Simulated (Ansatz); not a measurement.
**Diamond-structure Si**

Method: LDA (Ansatz, a program for electronic structure, PAW).

Settings: plane-wave cutoff 500 eV, 3×3×3 k mesh, gaussian smearing 0.02 eV, cell of 64 sites, scalar-relativistic PAW data made under PBE.

Cell: relaxed at this level.

| Item | Value |
|---|---|
| vacancy formation energy | 3.57 eV |
| vacancy formation energy before relaxation | 3.77 eV |

Measured, for comparison: vacancy formation energy 3.6 eV (no zero-point or thermal correction, monovacancy; as tabulated in Garrity and Choudhary (2023), arXiv:2112.11585). Computed (rounded) less measured: vacancy formation energy within the reference's last digit.

Note: the vacancy is neutral, without spin, and relaxed from the ideal cell, whose symmetry can bar a Jahn–Teller distortion; the defect's distortion and the cell size are not converged; energies are extrapolated to zero smearing, and mesh and cell size move such values by some tenths of an eV.

Static lattice: no zero-point or thermal effects.
